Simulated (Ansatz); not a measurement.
# SiNH₆ radical (built from SMILES [NH2].[SiH4]): search for a transition state

Is there a first-order saddle for this hydrogen abstraction, which should form H1–N3 and break H1–Si2, and which two structures does it connect?

Program: Ansatz 0.2.0, Gaussian basis. Level of theory: PBE0-D4, def2-SVP first, then def2-TZVP. These are calculated values, not measurements.

## Step 1: Where the work starts

The guess: 8 atoms, charge 0, spin multiplicity 2.

Atoms are counted from 1 here; the program's logs count them from 0.

Bond lengths: H1–Si2 1.460 Å, Si2–H4 1.461 Å, Si2–H5 1.462 Å, Si2–H6 1.462 Å, N3–H7 1.014 Å, N3–H8 1.015 Å. Angles: H1–Si2–H4 109.8°, H1–Si2–H5 109.6°, H1–Si2–H6 109.7°, H4–Si2–H5 109.3°, H4–Si2–H6 109.3°, H5–Si2–H6 109.1°, H7–N3–H8 109.5°.

Coordinates:

```xyz
8
charge 0, multiplicity 2
H    -0.11340    0.56350    0.82300
Si   -0.32810    1.34460    2.03720
N     0.33800   -1.93300   -3.28870
H    -1.03090    2.58330    1.71140
H     0.96040    1.66730    2.64740
H    -1.12690    0.57050    2.98530
H     1.25880   -1.89650   -3.71160
H     0.04210   -2.89980   -3.20400
```

Distances that are to change: H1–N3 4.83 Å, H1–Si2 1.46 Å.

## Step 2: Constrained relaxation of the guess

Input file hold/in.yaml:

```yaml
crystal:
  periodic: [false, false, false]
  atoms:
    - {symbol: H, position_ang: [-0.113400, 0.563500, 0.823000]}
    - {symbol: Si, position_ang: [-0.328100, 1.344600, 2.037200]}
    - {symbol: N, position_ang: [0.338000, -1.933000, -3.288700]}
    - {symbol: H, position_ang: [-1.030900, 2.583300, 1.711400]}
    - {symbol: H, position_ang: [0.960400, 1.667300, 2.647400]}
    - {symbol: H, position_ang: [-1.126900, 0.570500, 2.985300]}
    - {symbol: H, position_ang: [1.258800, -1.896500, -3.711600]}
    - {symbol: H, position_ang: [0.042100, -2.899800, -3.204000]}
basis:
  gaussian: {orbitals: def2-SVP}
magnetization: {spin_polarized: true, initial_magnetization: 1}
hamiltonian: {xc: pbe0, dispersion: d4}
relax: {f_tol: 0.04, max_steps: 150, escape_saddle: false, constraints: [{distance: [0, 2]}, {distance: [0, 1]}]}
```

Run with:

```
> ansatz run in.yaml --threads 2 --pin off --events-out ev --progress --plain --max-ram 4352MiB
```

Standard output, cut to the lines that bear on the results:

```text
Functional definition: PBE0
  name "PBE0"
  cite "Adamo & Barone, J. Chem. Phys. 110, 6158 (1999) doi:10.1063/1.478522"
  cite "Perdew, Burke & Ernzerhof, Phys. Rev. Lett. 77, 3865 (1996) doi:10.1103/PhysRevLett.77.3865"
  parent pbe
[...]
653 factors; integrals over basis functions are off by at most 4.9e-4 eV
[...]
mean field -9453.60620995 eV, -347.4136203311 hartree, gradient 3.9e-5 eV, S^2 0.753004; 0 other end points of the search recorded, 0 dependent functions left out
[...]
reference -9453.60624275 eV, -347.4136215367 hartree; 14, 13 occupied and 48, 49 virtual orbitals, 653 factors
relax step   1: F+E_penalty+E_count = -9453.64474896 eV  Δ(F+E_penalty+E_count) = +0.000e0 eV  max|allowed force component| = 7.765e-1 eV/Å  Δτ_max = 0.0000 Å  (25 SCF iters, accepted)
[...]
relax step   2: F+E_penalty+E_count = -9453.71080295 eV  Δ(F+E_penalty+E_count) = -6.605e-2 eV  max|allowed force component| = 3.616e-1 eV/Å  Δτ_max = 0.0259 Å  (30 SCF iters, accepted)
[...]
relax step   3: F+E_penalty+E_count = -9453.72475151 eV  Δ(F+E_penalty+E_count) = -1.395e-2 eV  max|allowed force component| = 3.505e-2 eV/Å  Δτ_max = 0.0303 Å  (30 SCF iters, accepted)
  distance H 0 - N 2 held at 4.831392 Å   reaction = -3.7403e-2 eV/Å
  distance H 0 - Si 1 held at 1.459622 Å   reaction = -6.7049e-1 eV/Å
653 factors; integrals over basis functions are off by at most 5.7e-4 eV
[...]
mean field -9453.68611226 eV, -347.4165566871 hartree, gradient 2.4e-5 eV, S^2 0.753112; 1 other end points of the search recorded, 0 dependent functions left out
[...]
reference -9453.68614544 eV, -347.4165579064 hartree; 14, 13 occupied and 48, 49 virtual orbitals, 653 factors
Total energy: -9453.72478469 eV, -347.4179778727 hartree
Atom 0 at    -0.109568     0.563764     0.831969 Å, force     0.091222    -0.336524    -0.526228 eV/Å
Atom 1 at    -0.323967     1.344610     2.046385 Å, force    -0.097993     0.359132     0.559976 eV/Å
Atom 2 at     0.307290    -1.902347    -3.301659 Å, force     0.030011    -0.044228    -0.012436 eV/Å
Atom 3 at    -1.042920     2.612412     1.716659 Å, force     0.009227    -0.019867    -0.005902 eV/Å
Atom 4 at     0.991721     1.676819     2.672848 Å, force    -0.010906    -0.007609    -0.013604 eV/Å
Atom 5 at    -1.141196     0.556170     3.018053 Å, force     0.008859     0.002716    -0.017809 eV/Å
Atom 6 at     1.245052    -1.942873    -3.736497 Å, force    -0.000330     0.035046     0.001768 eV/Å
Atom 7 at     0.073588    -2.908655    -3.247758 Å, force    -0.030089     0.011333     0.014234 eV/Å
Dipole moment:     0.217408    -0.334002    -0.142243 e Å
```

It took 4.4 s on 2 threads of Arm Neoverse V1, shared host; peak memory 0.13 GiB.

Along the way:

```
step  energy from step 1 (eV)  largest force component (eV/Å)
   1                   0.0000                          0.7765
   2                  -0.0661                          0.3616
   3                  -0.0800                          0.0350
```

Close pairs (by a distance rule), those that changed most:

```
  bond  before (Å)  after (Å)  change (Å)
Si2–H4       1.461      1.494      +0.033
Si2–H6       1.462      1.495      +0.033
Si2–H5       1.462      1.495      +0.033
 N3–H7       1.014      1.034      +0.021
 N3–H8       1.015      1.034      +0.020
H1–Si2       1.460      1.460      +0.000
```

## Step 3: A starting Hessian

Input file hessian/in.yaml:

```yaml
crystal:
  periodic: [false, false, false]
  atoms:
    - {symbol: H, position_ang: [-0.109568, 0.563764, 0.831969]}
    - {symbol: Si, position_ang: [-0.323967, 1.344610, 2.046385]}
    - {symbol: N, position_ang: [0.307290, -1.902347, -3.301659]}
    - {symbol: H, position_ang: [-1.042920, 2.612412, 1.716659]}
    - {symbol: H, position_ang: [0.991721, 1.676819, 2.672848]}
    - {symbol: H, position_ang: [-1.141196, 0.556170, 3.018053]}
    - {symbol: H, position_ang: [1.245052, -1.942873, -3.736497]}
    - {symbol: H, position_ang: [0.073588, -2.908655, -3.247758]}
basis:
  gaussian: {orbitals: def2-SVP}
magnetization: {spin_polarized: true, initial_magnetization: 1}
hamiltonian: {xc: pbe0, dispersion: d4}
phonons: {}
scf: {lower_state_search: off}
```

Run with:

```
> ansatz run in.yaml --threads 2 --pin off --events-out ev --progress --plain --max-ram 4352MiB
```

Standard output, cut to the lines that bear on the results:

```text
[... 5 set-up lines as earlier in the session ...]
[...]
664 factors; integrals over basis functions are off by at most 5.3e-4 eV
[...]
mean field -9453.68611301 eV, -347.4165567145 hartree, gradient 8.9e-6 eV, S^2 0.753112; 0 other end points of the search recorded, 0 dependent functions left out
[...]
reference -9453.68614619 eV, -347.4165579338 hartree; 14, 13 occupied and 48, 49 virtual orbitals, 664 factors
[... from here to the last solve, the lines of the solves are left out (47 solves) ...]
664 factors; integrals over basis functions are off by at most 5.4e-4 eV
[...]
mean field -9453.68607508 eV, -347.4165553206 hartree, gradient 2.9e-6 eV, S^2 0.753112; 0 other end points of the search recorded, 0 dependent functions left out
[...]
reference -9453.68610826 eV, -347.4165565399 hartree; 14, 13 occupied and 48, 49 virtual orbitals, 664 factors
[...]
WARN: phonons: 4 modes above zero are rigid motions of the cell's bodies and no vibrations: the zero-point energy, free energy, entropy and heat capacity leave them out. With what each would have added to F at 1000 K, by the weight of its row in the mesh: 0.01 cm⁻¹ (-0.965 eV; rigid [...]
WARN: phonons: modes at or below zero, which the zero-point energy, F, S and C_V leave out: 4, the lowest at -209.85 cm⁻¹. A minimum has none, and a first-order saddle one
[...]
Total energy: -9453.72478544 eV, -347.4179779000 hartree
Atom 0 at    -0.109568     0.563764     0.831969 Å, force     0.091224    -0.336527    -0.526236 eV/Å
Atom 1 at    -0.323967     1.344610     2.046385 Å, force    -0.098003     0.359122     0.559988 eV/Å
Atom 2 at     0.307290    -1.902347    -3.301659 Å, force     0.030008    -0.044196    -0.012438 eV/Å
Atom 3 at    -1.042920     2.612412     1.716659 Å, force     0.009225    -0.019861    -0.005904 eV/Å
Atom 4 at     0.991721     1.676819     2.672848 Å, force    -0.010900    -0.007606    -0.013602 eV/Å
Atom 5 at    -1.141196     0.556170     3.018053 Å, force     0.008862     0.002720    -0.017811 eV/Å
Atom 6 at     1.245052    -1.942873    -3.736497 Å, force    -0.000327     0.035041     0.001769 eV/Å
Atom 7 at     0.073588    -2.908655    -3.247758 Å, force    -0.030090     0.011307     0.014235 eV/Å
Dipole moment:     0.217409    -0.334002    -0.142243 e Å
Vibrations: -209.85 -209.22 -83.13 -16.48 29.00 115.09 883.83 883.98 908.20 964.42 964.83 1535.89 2235.81 2241.27 2242.59 2415.02 3383.50 3469.90 cm⁻¹, zero-point energy 1.380771 eV
Checks for a lower state left out: stability, starts, cluster_reference, orbital_swaps, neighbouring_geometries, increment
```

Run time: 27 s. Hardware: 2 threads of Arm Neoverse V1, shared host; peak memory 0.1 GiB.

The structure is not stationary yet, so these wavenumbers are no spectrum; the search needs only the force constants.

## Step 4: Saddle search in the small basis

The search itself is an outer loop (partitioned rational-function steps, Bofill update of the Hessian). Each step is one single-point run with forces. It stops when the largest force is under 0.04 eV/Å and the followed curvature is negative. The first step's input:

Input file presaddle/in.yaml:

```yaml
crystal:
  periodic: [false, false, false]
  atoms:
    - {symbol: H, position_ang: [-0.109568, 0.563764, 0.831969]}
    - {symbol: Si, position_ang: [-0.323967, 1.344610, 2.046385]}
    - {symbol: N, position_ang: [0.307290, -1.902347, -3.301659]}
    - {symbol: H, position_ang: [-1.042920, 2.612412, 1.716659]}
    - {symbol: H, position_ang: [0.991721, 1.676819, 2.672848]}
    - {symbol: H, position_ang: [-1.141196, 0.556170, 3.018053]}
    - {symbol: H, position_ang: [1.245052, -1.942873, -3.736497]}
    - {symbol: H, position_ang: [0.073588, -2.908655, -3.247758]}
basis:
  gaussian: {orbitals: def2-SVP}
magnetization: {spin_polarized: true, initial_magnetization: 1}
hamiltonian: {xc: pbe0, dispersion: d4}
output: {forces: true}
scf: {lower_state_search: light}
```

Run with:

```
> ansatz run in.yaml --threads 2 --pin off --events-out ev --progress --plain --max-ram 4352MiB
```

The driver's record:

```
step  energy (eV)  largest force (eV/Å)  followed curvature (eV/Å²)
   1  -9453.72479                0.5600                       -0.01
   2  -9453.73345                0.1603                        0.00
   3  -9453.73361                0.0771                        0.00
   4  -9453.73364                0.0107                        0.00
   5  -9453.73337                0.0786                       -0.01
   6  -9453.73356                0.0252                       -0.02
```

The 6 steps took 6.3 s in all (2 threads of Arm Neoverse V1, shared host).

## Step 5: Saddle search in triple zeta

A small driver takes partitioned rational-function steps: uphill along one mode, downhill along the rest. It calls the program once a step for energy and forces and updates the Hessian by Bofill's formula. It stops when the largest force is under 0.01 eV/Å and the followed curvature is negative. The first step's input:

Input file saddle/in.yaml:

```yaml
crystal:
  periodic: [false, false, false]
  atoms:
    - {symbol: H, position_ang: [-0.155428, 0.744981, 1.105859]}
    - {symbol: Si, position_ang: [-0.371976, 1.542228, 2.348716]}
    - {symbol: N, position_ang: [0.394387, -2.216199, -3.800189]}
    - {symbol: H, position_ang: [-1.101862, 2.801069, 2.015061]}
    - {symbol: H, position_ang: [0.947383, 1.880888, 2.960412]}
    - {symbol: H, position_ang: [-1.177415, 0.743879, 3.319973]}
    - {symbol: H, position_ang: [1.341549, -2.285051, -4.209677]}
    - {symbol: H, position_ang: [0.123363, -3.211894, -3.740154]}
basis:
  gaussian: {orbitals: def2-TZVP}
magnetization: {spin_polarized: true, initial_magnetization: 1}
hamiltonian: {xc: pbe0, dispersion: d4}
output: {forces: true}
scf: {lower_state_search: light}
```

Run with:

```
> ansatz run in.yaml --threads 2 --pin off --events-out ev --progress --plain --max-ram 4352MiB
```

Step by step:

```
step  energy (eV)  largest force (eV/Å)  followed curvature (eV/Å²)
   1  -9458.45526                0.3546                       -0.02
   2  -9458.46024                0.1593                       -0.02
   3  -9458.43606                1.2184                       -0.52
   4  -9458.46015                0.1619                       -0.88
   5  -9458.46058                0.0815                       -0.87
   6  -9458.46073                0.0180                       -0.87
   7  -9458.46074                0.0134                       -0.94
   8  -9458.46075                0.0079                       -0.63
```

The 8 steps took 12 s in all (2 threads of Arm Neoverse V1, shared host).

Geometry at the end of the search:

```
H    -0.1536    0.7524    1.1202
Si   -0.3700    1.5487    2.3540
N     0.3793   -2.2499   -3.8037
H    -1.1042    2.7951    2.0196
H     0.9420    1.8956    2.9571
H    -1.1633    0.7537    3.3255
H     1.3522   -2.2534   -4.1320
H     0.1177   -3.2423   -3.8408
```

Followed mode, largest move set to 1: H8 (0.16, 0.23, 0.96); H4 (0.12, -0.19, -0.44); N3 (-0.30, 0.30, -0.06); H1 (0.28, -0.29, -0.09).

## Step 6: Vibrations at the point found

Input file vib/in.yaml:

```yaml
crystal:
  periodic: [false, false, false]
  atoms:
    - {symbol: H, position_ang: [-0.153626, 0.752381, 1.120202]}
    - {symbol: Si, position_ang: [-0.369979, 1.548655, 2.354025]}
    - {symbol: N, position_ang: [0.379334, -2.249862, -3.803659]}
    - {symbol: H, position_ang: [-1.104234, 2.795085, 2.019647]}
    - {symbol: H, position_ang: [0.942008, 1.895647, 2.957053]}
    - {symbol: H, position_ang: [-1.163320, 0.753671, 3.325465]}
    - {symbol: H, position_ang: [1.352154, -2.253391, -4.131958]}
    - {symbol: H, position_ang: [0.117663, -3.242286, -3.840775]}
basis:
  gaussian: {orbitals: def2-TZVP}
magnetization: {spin_polarized: true, initial_magnetization: 1}
hamiltonian: {xc: pbe0, dispersion: d4}
phonons: {temperatures: {t_min: 298.15, t_max: 900, t_step: 200}}
```

Run with:

```
> ansatz run in.yaml --threads 2 --pin off --events-out ev --progress --plain --max-ram 4352MiB
```

Standard output, cut to the lines that bear on the results:

```text
[... 5 set-up lines as earlier in the session ...]
[...]
687 factors; their error is unknown
[...]
mean field -9458.42312763 eV, -347.5906387910 hartree, gradient 1.3e-5 eV, S^2 0.753604; 0 other end points of the search recorded, 0 dependent functions left out
[...]
reference -9458.42316576 eV, -347.5906401924 hartree; 14, 13 occupied and 90, 91 virtual orbitals, 687 factors
[... from here to the last solve, the lines of the solves are left out (47 solves) ...]
687 factors; their error is unknown
mean field -9458.42312489 eV, -347.5906386901 hartree, gradient 1.3e-6 eV, S^2 0.753604; 0 other end points of the search recorded, 0 dependent functions left out
[...]
Total energy: -9458.46074466 eV, -347.5920211913 hartree
Atom 0 at    -0.153626     0.752381     1.120202 Å, force    -0.000037    -0.000004    -0.000054 eV/Å
Atom 1 at    -0.369979     1.548655     2.354025 Å, force     0.000244    -0.000079    -0.000107 eV/Å
Atom 2 at     0.379334    -2.249862    -3.803659 Å, force    -0.007858    -0.004393     0.002303 eV/Å
Atom 3 at    -1.104234     2.795085     2.019647 Å, force     0.000076    -0.000312    -0.000263 eV/Å
Atom 4 at     0.942008     1.895647     2.957053 Å, force    -0.000100     0.000011    -0.000035 eV/Å
Atom 5 at    -1.163320     0.753671     3.325465 Å, force    -0.000040    -0.000037    -0.000123 eV/Å
Atom 6 at     1.352154    -2.253391    -4.131958 Å, force     0.006926     0.000425    -0.002129 eV/Å
Atom 7 at     0.117663    -3.242286    -3.840775 Å, force     0.000789     0.004388     0.000408 eV/Å
Dipole moment:     0.224900    -0.319754    -0.125728 e Å
Vibrations: 906.60 906.66 907.04 968.49 968.79 1529.72 2234.92 2243.26 2244.29 2246.97 3384.84 3480.79 cm⁻¹, zero-point energy 1.365214 eV
```

Wall time 40 s (2 threads of Arm Neoverse V1, shared host); peak memory 0.16 GiB.

Vibrational sums (real modes only):

```
T (K)  entropy (J/mol/K)  heat capacity (J/mol/K)
  298                2.6                     10.0
  498               12.0                     27.7
  698               23.8                     42.5
  898               36.0                     54.4
```

## Step 7: Outcome

| quantity | value |
| --- | --- |
| imaginary modes | 0 |
| lowest wavenumber | 907 cm⁻¹ |
| H1–N3 at the point found | 5.792 Å |
| H1–Si2 at the point found | 1.484 Å |

A transition state has exactly one imaginary mode. This point has none beyond numerical noise, so it is no saddle.
